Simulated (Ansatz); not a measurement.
Compare A (`C=COCO`) with its isomer B (`COC(C)=O`).

Isolated molecules relaxed with PBE0-D4/def2-TZVP in Ansatz; ΔE leaves out vibrations. CBS: MP2 limit from def2 TZ/QZ plus the TZ coupled-cluster correction, frozen cores. DFT in def2-TZVPP. B3LYP here is the variant with VWN-RPA as its local correlation; programs differ in this. One conformer a species, not always the lowest.

(1) Which is lower in electronic energy at CCSD(T)/CBS, and by how much? (An estimate is asked.)

(2) Give E(B) − E(A) in kcal/mol with MP2/def2-TZVPP, B3LYP-D4, B2PLYP, PBE-D4, r2SCAN-D4, CCSD(T)/def2-TZVPP, HF/def2-TZVPP. (Best estimate.)

Largest T1 diagnostic: 0.014.

## Answers

(1) The calculation gave: B, by 30.1 kcal/mol.

(2) The calculation gave: MP2/def2-TZVPP -31.9, B3LYP-D4 -31.5, B2PLYP -32.1, PBE-D4 -31.7, r2SCAN-D4 -32.8, CCSD(T)/def2-TZVPP -30.9, HF/def2-TZVPP -33.3. None reverses the order clearly.

In def2-TZVPP, CCSD(T) changes the Hartree–Fock value by +2.4 kcal/mol (the triples alone add −0.0 kcal/mol) and MP2 by +1.4 kcal/mol.
